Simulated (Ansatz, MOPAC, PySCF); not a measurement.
Species: carbon monosulfide, CS, charge 0, multiplicity 1. SMILES: [S+]#[C-]
Geometry: optimised at B3LYP-D3(BJ)/def2-TZVP (Ansatz, a program for electronic structure).

Wanted: enthalpy of formation at 298 K, in kcal/mol. Terms: open shells spin-unrestricted; LANL2DZ with its own core potentials from Na on; valence correlation only; 6-311+G** with 5d, 6d on Na to Ar in Ansatz; 6-31G* and kin with 6d, 5d where marked; non-relativistic; spin-orbit terms left out; PM7 with its own dispersion and hydrogen-bond terms. Basis-set limits of correlation are two-point, X^-3; Hartree-Fock from the larger set (for Q and 5 zeta extrapolated as (X+1)exp(-9√X)). First-principles rows: single points at B3LYP-D3(BJ) geometries (Ansatz), with unscaled harmonic terms from B3LYP/6-31G* at its own minima, enthalpies of formation by atomisation with measured atoms. Semi-empirical rows: MOPAC heats of formation at their own minima for 298 K.

Measured values: G2/97 table in ASE (Curtiss et al.); they hold spin-orbit and core effects, anharmonicity. 

Value to compare with, the measured value: 66.9 kcal/mol.

| level | program | enthalpy of formation at 298 K (kcal/mol) | error |
|---|---|---|---|
| PM7 | MOPAC | 82.5 | 15.6 |
| HF/STO-3G | Ansatz | 148.6 | 81.7 |
| PBE/3-21G | Ansatz | 85.8 | 18.9 |
| PBE/def2-SVP | Ansatz | 58.7 | -8.2 |
| PBE/6-311+G** | Ansatz | 62.2 | -4.7 |
| BP86/6-31G* (5d) | PySCF | 63.8 | -3.1 |
| B3LYP/3-21G | Ansatz | 102.3 | 35.4 |
| B3LYP/LANL2DZ | Ansatz | 110.1 | 43.2 |
| B3LYP/6-31G* | Ansatz | 76.5 | 9.6 |
| B3LYP/def2-SVP | Ansatz | 72.4 | 5.5 |
| B3LYP/6-311+G** | Ansatz | 75.8 | 8.9 |
| PBE0/6-311+G** | Ansatz | 73.9 | 7.0 |
| M06-2X/6-311+G** | PySCF | 73.4 | 6.5 |
| wB97M-V/def2-TZVPD | Ansatz | 66.4 | -0.5 |
| CCSD(T)/CBS(cc-pV(Q+d)Z,cc-pV(5+d)Z) | Ansatz | 67.3 | 0.4 |

Among the 13 habitual levels, HF/STO-3G lies farthest from the measured value (81.7 kcal/mol); 10 of 13 lie above it, and their mean absolute error is 19.1 kcal/mol, the median 8.9. One case shows no general order.

The levels are drawn from those run, B3LYP/6-31G* more often than the rest, none by its result; runs whose electronic state is in doubt are left out.
